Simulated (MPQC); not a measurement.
**C4H6O (SMILES C1=CCOC1) at MP2/def2-SVP**

What is the energy change on altering one bond length of C4H6O at MP2/def2-SVP? 

Program for the calculation: MPQC 2.3.1.

6 further runs of the same task are left out: 2 that didn't finish, 4 set aside as unsound or not needed.

### Step 1. The molecule

C4H6O: 11 atoms, total charge 0, spin state singlet. SMILES: `C1=CCOC1`. Geometry: relaxed at PBE0-D4/def2-TZVP. This is one conformer, not always the lowest.

Bond lengths: C1–C2 1.323 Å, C2–C3 1.492 Å, C3–O4 1.417 Å, C1–C5 1.492 Å, O4–C5 1.417 Å, C1–H6 1.082 Å, C2–H7 1.082 Å, C3–H8 1.099 Å, C3–H9 1.099 Å, C5–H10 1.099 Å, C5–H11 1.099 Å. Some angles: C1–C2–C3 109.7°, C2–C1–C5 109.7°, C2–C3–O4 105.2°, C3–O4–C5 110.4°, C1–C5–O4 105.2°, C1–C2–H7 126.8°, C3–C2–H7 123.6°, C2–C1–H6 126.8°, C5–C1–H6 123.6°, C2–C3–H8 112.3°.

### Step 2. A single-point energy at MP2/def2-SVP

The input, run.in:

```
% C4H6O
molecule<Molecule>: (
    symmetry = c1
    unit = angstrom
    { atoms geometry } = {
        C  [ -0.692190     0.810220    -0.313300 ]
        C  [ -0.773390     0.087710     0.792420 ]
        C  [ 0.350430    -0.893240     0.834580 ]
        O  [ 1.088760    -0.662530    -0.352970 ]
        C  [ 0.493210     0.377260    -1.109790 ]
        H  [ -1.364890     1.599520    -0.622030 ]
        H  [ -1.525560     0.169840     1.565930 ]
        H  [ -0.004480    -1.933580     0.858000 ]
        H  [ 0.998480    -0.749030     1.710800 ]
        H  [ 1.216560     1.191520    -1.259010 ]
        H  [ 0.213070     0.002290    -2.104640 ]
    }
)
basis<GaussianBasisSet>: (
    name = "def2-SVP"
    molecule = $:molecule
    basisdir = "."
    puream = yes
)
mpqc: (
    checkpoint = no
    savestate = no
    restart = no
    do_energy = yes
    do_gradient = no
    optimize = no
    mole<MBPT2>: (
        molecule = $:molecule
        basis = $:basis
        memory = 1000000000
        method = mp
        nfzc = 5
        reference<CLHF>: (
            molecule = $:molecule
            basis = $:basis
            total_charge = 0
            memory = 1000000000
            print_evals = yes
            maxiter = 120
            value_accuracy = 1e-08
            guess_wavefunction<ExtendedHuckelWfn>: (
                molecule = $:molecule
                total_charge = 0
                multiplicity = 1
                basis<GaussianBasisSet>: (
                    name = "STO-3G"
                    molecule = $:molecule
                )
            )
        )
    )
)
```

The basis set def2-SVP is read from a file made from the Basis Set Exchange's data (not shown).

Run with:

```
$ mpqc run.in > run.out
```

The program printed:

```text
MPQC: Massively Parallel Quantum Chemistry
[...]
  CLSCF::init: total charge = 0
[...]
  nbasis = 100
[...]
  iter     1 energy = -227.7737103849 delta = 8.07816e-02
[...]
  LUMO is    20   A =   0.166496
  total scf energy = -229.6150751254
[...]
  MP2 correlation energy [au]:         -0.712831186048
  MP2 energy [au]:                   -230.327906311403
Value of the MolecularEnergy: -230.3279063114
[...]
        symmetry = c1
[...]
```

Wall time 64 s (1 thread of Intel Xeon 6975P-C (Granite Rapids), shared host); peak memory 0.51 GiB.

### Step 3. The distorted shape

The input, job.in:

```
% C4H6O
molecule<Molecule>: (
    symmetry = c1
    unit = bohr
    { atoms geometry } = {
        C  [ -0.97270440     2.51408408    -0.61417989 ]
        C  [ -1.12615016     1.14873805     1.47532808 ]
        C  [ 0.99756185    -0.70498879     1.55499894 ]
        O  [ 2.39280334    -0.26901007    -0.68914532 ]
        C  [ 1.26737695     1.69590825    -2.11932785 ]
        H  [ -2.24392316     4.00564491    -1.19759503 ]
        H  [ -2.54754546     1.30394126     2.93705014 ]
        H  [ -0.00846597    -3.65393664     1.62138501 ]
        H  [ 2.22219887    -0.43247138     3.21081476 ]
        H  [ 2.63431034     3.23463665    -2.40131278 ]
        H  [ 0.73798907     0.98731765    -3.99932188 ]
    }
)
basis<GaussianBasisSet>: (
    name = "def2-SVP"
    molecule = $:molecule
    basisdir = "."
    puream = yes
)
mpqc: (
    checkpoint = no
    savestate = no
    restart = no
    do_energy = yes
    do_gradient = no
    optimize = no
    mole<MBPT2>: (
        molecule = $:molecule
        basis = $:basis
        memory = 1000000000
        method = mp
        nfzc = 5
        reference<CLHF>: (
            molecule = $:molecule
            basis = $:basis
            total_charge = 0
            memory = 1000000000
            print_evals = yes
            maxiter = 120
            value_accuracy = 1e-08
            guess_wavefunction<CLHF>: (
                molecule = $:molecule
                total_charge = 0
                memory = 1000000000
                value_accuracy = 1e-3
                basis<GaussianBasisSet>: (
                    name = "STO-2G"
                    molecule = $:molecule
                )
            )
        )
    )
)
```

The basis set def2-SVP is read from a file made from the Basis Set Exchange's data (not shown).

Run with:

```
$ mpqc -o job.out job.in
```

The program printed:

```text
MPQC: Massively Parallel Quantum Chemistry
[...]
  LUMO is    20   A =   0.120475
  total scf energy = -229.5347895867
[...]
  MP2 correlation energy [au]:         -0.722315369095
  MP2 energy [au]:                   -230.257104955791
Value of the MolecularEnergy: -230.2571049558
[...]
        symmetry = c1
[...]
```

Wall time 74 s (1 thread of Intel Xeon 6975P-C (Granite Rapids), shared host); peak memory 0.5 GiB.

### Step 4. Results

Level: MP2/def2-SVP, 5 core orbitals frozen.

```
                                                         quantity          value
                                        first shape: total energy  -230.32791 Eh
                 first shape: HOMO energy (Hartree–Fock orbitals)       -9.62 eV
                 first shape: LUMO energy (Hartree–Fock orbitals)        4.53 eV
               first shape: HOMO–LUMO gap (Hartree–Fock orbitals)       14.15 eV
         first shape: correlation energy (5 core orbitals frozen)     -712.8 mEh
                                    distorted shape: total energy  -230.25710 Eh
             distorted shape: HOMO energy (Hartree–Fock orbitals)       -9.30 eV
             distorted shape: LUMO energy (Hartree–Fock orbitals)        3.28 eV
           distorted shape: HOMO–LUMO gap (Hartree–Fock orbitals)       12.58 eV
     distorted shape: correlation energy (5 core orbitals frozen)     -722.3 mEh
energy change with the C3–H8 bond stretched from 1.099 to 1.649 Å       1.927 eV
```

**Reading.** With the C3–H8 bond stretched from 1.099 to 1.649 Å the energy rises by 1.93 eV (44 kcal/mol). The first shape isn't relaxed at this level, so the change isn't measured from a minimum.
